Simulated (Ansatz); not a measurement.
**fcc Ir**

These are r²SCANh in Ansatz (plane waves, PAW) values and carry that method's errors.

Settings: plane-wave cutoff 520 eV, 14×14×14 k mesh, Fermi–Dirac smearing 0.05 eV, no spin polarisation, scalar-relativistic PAW data made under PBE.

Cell: relaxed at this level.

For fcc Ir, the volume per atom is 14.05 Å³/atom and the bulk modulus B0 is 394 GPa. The equilibrium lattice constant a comes out as 3.831 Å and the pressure derivative B′ of the bulk modulus is 5.0.

Measured, for comparison: equilibrium volume per atom 14.06 Å³/atom, lattice constant a 3.831 Å (static lattice: zero-point anharmonic expansion removed; as tabulated in Mejia-Rodriguez and Trickey (2018), arXiv:1807.09216); bulk modulus 365 GPa (corrected for temperature and zero-point phonon effects; as tabulated in Levämäki et al. (2014), arXiv:1402.3671). Computed (rounded) less measured: equilibrium volume per atom -0.1 %, bulk modulus +8 %, lattice constant a 0.0 %.

Spin–orbit coupling is not included.

Computed values are for the static lattice.

Ansatz is a first-principles code.
